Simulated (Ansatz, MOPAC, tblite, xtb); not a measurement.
Scan of H2Si, singlet: symmetric bend, bond length relaxed. Scanned: H-Si-H angle. Other coordinates (Si-H bond length) were minimised at B3LYP/def2-TZVP.

- GFN1-xTB (xtb)
- GFN2-xTB, 300 K electronic temperature (tblite)
- AM1, restricted, heats of formation (MOPAC)
- FCI/aug-cc-pVDZ = Ansatz (an electronic-structure program) with full CI/aug-cc-pVDZ, frozen core

Energies relative to the lowest point of each profile, in kcal/mol; the last columns give the difference from FCI:

| a / ° | GFN1-xTB | GFN2-xTB | AM1 | FCI/aug-cc-pVDZ | GFN1-xTB − FCI/aug-cc-pVDZ | GFN2-xTB − FCI/aug-cc-pVDZ | AM1 − FCI/aug-cc-pVDZ |
|---|---|---|---|---|---|---|---|
| 180 | 77.6 | — | 14.1 | 64.2 | 13.4 | — | -50.2 |
| 170.09 | 63.5 | — | 13.9 | 61.5 | 2.0 | — | -47.6 |
| 157.76 | 45.8 | — | 13.8 | 50.4 | -4.6 | — | -36.6 |
| 149.87 | 36.9 | 24.2 | 13.0 | 41.0 | -4.1 | -16.8 | -28.0 |
| 140.66 | 28.2 | 17.5 | 10.7 | 30.2 | -2.1 | -12.7 | -19.5 |
| 129.28 | 18.9 | 10.3 | 6.6 | 18.5 | 0.4 | -8.2 | -11.8 |
| 120.29 | 12.6 | 5.7 | 3.6 | 10.9 | 1.6 | -5.2 | -7.4 |
| 108.38 | 5.7 | 1.5 | 0.7 | 3.7 | 2.0 | -2.2 | -3.0 |
| 100.28 | 2.3 | 0.0 | 0.0 | 0.9 | 1.4 | -0.9 | -0.9 |
| 89.10 | 0.0 | 0.5 | 1.3 | 0.0 | 0.0 | 0.5 | 1.3 |
| 81.01 | 0.7 | 3.3 | 4.0 | 1.8 | -1.1 | 1.6 | 2.3 |
| 70.52 | 5.7 | 11.2 | 10.2 | 7.2 | -1.5 | 4.0 | 3.0 |
| 60 | 17.1 | 25.9 | 19.8 | 16.0 | 1.0 | 9.9 | 3.8 |

GFN1-xTB is furthest from FCI/aug-cc-pVDZ at 180 (13.4 kcal/mol, above); its mean absolute difference over the points is 2.7 kcal/mol.

GFN2-xTB is furthest from FCI/aug-cc-pVDZ at 149.87 (-16.8 kcal/mol, below); its mean absolute difference over the points is 6.2 kcal/mol.

AM1 is furthest from FCI/aug-cc-pVDZ at 180 (-50.2 kcal/mol, below); its mean absolute difference over the points is 16.6 kcal/mol.

Dashes: no converged value, or the column stops at the first point that the program doubted or that broke a chosen test of continuity, which isn't proof of a fault.
